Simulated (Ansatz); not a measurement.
```yaml
crystal:
  periodic: [false, false, false]
  atoms:
    - {symbol: B, position_ang: [0.748923, 0.126644, 0.992319]}
    - {symbol: B, position_ang: [-0.734264, 0.480439, 0.934787]}
    - {symbol: B, position_ang: [0.064962, -0.139061, -0.387361]}
    - {symbol: H, position_ang: [-0.079611, -0.468023, -1.539745]}
basis:
  gaussian: {orbitals: x2c-TZVPPall}
hamiltonian: {xc: {name: HF}}
output: {forces: true}
```

```sh
$ ansatz run in.yaml --threads 4 --pin off --events-out ev --progress --plain --max-ram 3916MiB
```

It prints (some lines left out):

```
Functional definition: HF
737 factors; their error is unknown
mean field evaluation 1: about -2023.8248 eV, gradient 1.8e1 eV
mean field evaluation 2: about -2024.8707 eV, gradient 6.9e0 eV
mean field evaluation 4: about -2025.1309 eV, gradient 1.6e0 eV
mean field evaluation 8: about -2025.1650 eV, gradient 1.7e-1 eV
mean field evaluation 16: about -2023.8633 eV, gradient 1.8e1 eV
mean field -2025.19661030 eV, -74.4246027010 hartree, gradient 1.3e-5 eV, S^2 0.000000; 0 other end points of the search recorded, 0 dependent functions left out
reference -2025.19661030 eV, -74.4246027010 hartree; 8, 8 occupied and 99, 99 virtual orbitals, 737 factors
Total energy: -2025.19661030 eV, -74.4246027010 hartree
Relativity: scalar
Atom 0 at     0.748923     0.126644     0.992319 Å, force    -1.131494     0.535019     0.792619 eV/Å
Atom 1 at    -0.734264     0.480439     0.934787 Å, force     2.024491    -0.631480    -0.390229 eV/Å
Atom 2 at     0.064962    -0.139061    -0.387361 Å, force    -1.215443    -0.063820    -1.163317 eV/Å
Atom 3 at    -0.079611    -0.468023    -1.539745 Å, force     0.322447     0.160281     0.760927 eV/Å
Dipole moment:    -0.088652     0.008509    -0.043315 e Å
```

It took 0.35 s on 4 threads of Arm Neoverse V2 on a shared host.

DK, ANO-RCC and x2c sets are all-electron and run with scalar relativity unless a key says otherwise. The restricted singlet is unstable towards broken spin symmetry in Hartree–Fock (as tested in another run); at RHF/x2c-TZVPPall this wasn't settled.
